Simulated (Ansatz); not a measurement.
Geometry optimisation, RKS PBE-D4/6-31G (Ansatz).

The input (input.yaml):

```yaml
crystal:
  periodic: [false, false, false]
  atoms:
    - { symbol: C, position_ang: [-0.52635, 1.24468, -0.05679] }
    - { symbol: C, position_ang: [0.44961, 0.28777, -0.07695] }
    - { symbol: C, position_ang: [1.6551, 0.2837, -0.77634] }
    - { symbol: "N", position_ang: [2.87233, 0.59775, -0.60957] }
    - { symbol: H, position_ang: [-1.51673, 1.03106, 0.32552] }
    - { symbol: H, position_ang: [-0.31601, 2.29044, -0.26233] }
    - { symbol: H, position_ang: [0.14581, -0.71906, 0.24134] }
    - { symbol: H, position_ang: [3.12197, 1.00515, 0.33226] }
total_charge: -1
basis:
  gaussian: { orbitals: "6-31G" }
hamiltonian:
  xc: pbe
  dispersion: d4
relax:
  f_tol: 0.015
  max_steps: 40
```

Command:

```bash
$ ansatz run input.yaml --threads 1 --pin off --max-ram 2048MiB --backend cpu --events-out ev --progress --plain --runs-dir out
```

Where does it end, and by what steps?

It converged. Limits of this set-up: no polarisation functions, an anion without diffuse functions, the dipole of an ion depends on the origin. After 11 steps the energy has fallen by 0.178 eV; H8 moved furthest, 0.29 Å.

| step | energy less start (eV) | largest force component (eV/Å) | accepted |
| --- | --- | --- | --- |
| 0 | 0.0000 | 2.244 | yes |
| 1 | -0.1384 | 0.587 | yes |
| 2 | -0.1460 | 0.277 | yes |
| 3 | -0.1593 | 0.311 | yes |
| 4 | -0.1447 | 0.497 | no |
| 5 | -0.1691 | 0.195 | yes |
| 6 | -0.1735 | 0.145 | yes |
| 7 | -0.1776 | 0.134 | yes |
| 8 | 0.0046 | 2.476 | no |
| 9 | -0.1783 | 0.036 | yes |
| 10 | -0.1783 | 0.025 | no |
| 11 | -0.1784 | 0.007 | yes |

```xyz
8
Properties=species:S:1:pos:R:3
C -0.426 1.255 0.057
C 0.437 0.173 -0.098
C 1.677 0.134 -0.813
N 2.850 0.690 -0.620
H -1.488 1.125 0.312
H -0.121 2.261 -0.257
H 0.053 -0.821 0.202
H 2.906 1.204 0.334
```

Whether the end is a true minimum wasn't checked by a vibrational analysis.

Run time: 16 s on 1 thread of Arm Neoverse V2, with other jobs on the host, peak memory 0.1 GiB.
